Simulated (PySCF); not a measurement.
**Energy profile**

The step: CH₃N ([CH2][NH]) + SiH₄ → CH₇NSi ([CH3][NH][SiH3]); bonds formed: Si1–N6, H2–C7; bonds broken: Si1–H2 (atoms numbered as in the saddle structure below).

Si1  (-0.182, -1.062, -0.204)
H2  (-0.256, 0.189, -1.239)
H3  (1.298, -1.169, -0.450)
H4  (-0.485, -2.545, -0.313)
H5  (-1.593, -0.635, 0.127)
N6  (0.203, 0.371, 1.094)
C7  (0.428, 1.139, 0.035)
H8  (-0.664, 0.625, 1.558)
H9  (1.387, 1.034, -0.463)
H10  (-0.136, 2.053, -0.145)
(Å)

Electronic energies by CCSD(T) at an estimated basis limit (MP2 extrapolated from triple and quadruple zeta, plus CCSD(T) − MP2 in triple zeta), on PBE0-D4/def2-TZVP structures; CH7NSi, singlet; no counterpoise correction. PySCF 2.14 with density fitting (its default auxiliary sets; JK sets also for MP2 and CCSD(T)); basis: def2-TZVPP and def2-QZVPP; cores frozen in the correlated methods. Extrapolation: Hartree–Fock as exp(−7.88 √X), correlation as X^−2.97.

(1) Give the profile in kcal/mol, counted from the separated reactants. (To be estimated.)

No T1 diagnostic of these runs exceeds 0.020.

Results:

(1) Computed:
```tsv
point	kcal/mol
separated: SiH4 (Si1, H2, H3, H4, H5; singlet) + CH3N (linked as [CH2][NH]; N6, C7, H8, H9, H10; singlet)	0.00
start structure	-2.63
saddle	44.81
end structure	-39.95
```

For scale, one of the runs: CCSD(T)/def2-TZVPP, 202 basis functions, launched by `OMP_NUM_THREADS=4 python run.py`. Time: 5.1 min of wall clock on 4 CPU threads of an Arm Neoverse V2; the host was shared. Peak host memory: 2.3 GiB.
